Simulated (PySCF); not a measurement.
Species: AlClH₂.
SMILES: `[AlH2][Cl]`

The closed-shell ground state was solved at several levels (PySCF, density fitting, gas phase, non-relativistic). Isolated species at its PBE0-D3(BJ)/def2-SVP geometry, gas phase.

| level | basis functions | HOMO (eV) | LUMO (eV) | gap (eV) | dipole (D) |
| --- | --- | --- | --- | --- | --- |
| B3LYP/6-31G* | 40 | -8.31 | -1.86 | 6.45 | 1.57 |
| PBE0/aug-cc-pVDZ | 72 | -8.58 | -1.76 | 6.82 | 1.37 |
| PBE/pcSseg-2 | 114 | -7.31 | -2.48 | 4.83 | 1.39 |
| OPBE/pcSseg-2 | 114 | -7.30 | -2.18 | 5.12 | 1.43 |
| PBE0/aug-cc-pVTZ | 146 | -8.59 | -1.71 | 6.88 | 1.35 |
| PBE0/def2-TZVP | 86 | -8.58 | -1.65 | 6.93 | 1.28 |
| LDA/def2-SVPD | 67 | -7.35 | -2.71 | 4.64 | 1.32 |
| LDA/pcSseg-2 | 114 | -7.36 | -2.72 | 4.64 | 1.43 |
| PBE0/def2-TZVPD | 107 | -8.60 | -1.69 | 6.91 | 1.33 |
| B3LYP/aug-cc-pVTZ-J | 176 | -8.40 | -1.93 | 6.47 | 1.32 |
| B3LYP/pcSseg-2 | 114 | -8.40 | -1.94 | 6.46 | 1.49 |
| KT2/pcSseg-2 | 114 | -7.37 | -2.55 | 4.82 | 1.42 |
| BLYP/pcSseg-2 | 114 | -7.20 | -2.38 | 4.82 | 1.37 |

(1) Estimate the row for PBE/def2-SVPD, a basis of 67 functions; the other rows only guide the guess.

(2) How much does the basis alone move the frontier levels among the 4 PBE0 rows?

(3) How far do the dipole and the HOMO energy spread over the levels?

Results:

(1) HOMO -7.32 eV, LUMO -2.48 eV, gap 4.84 eV, dipole 1.29 D.

(2) The HOMO by 0.02 eV and the LUMO by 0.11 eV. By rising basis size (HOMO, LUMO in eV): aug-cc-pVDZ -8.58, -1.76; def2-TZVP -8.58, -1.65; def2-TZVPD -8.60, -1.69; aug-cc-pVTZ -8.59, -1.71.

(3) The dipole runs from 1.28 to 1.57 D (mean 1.38 D) and the HOMO from -8.60 to -7.20 eV.
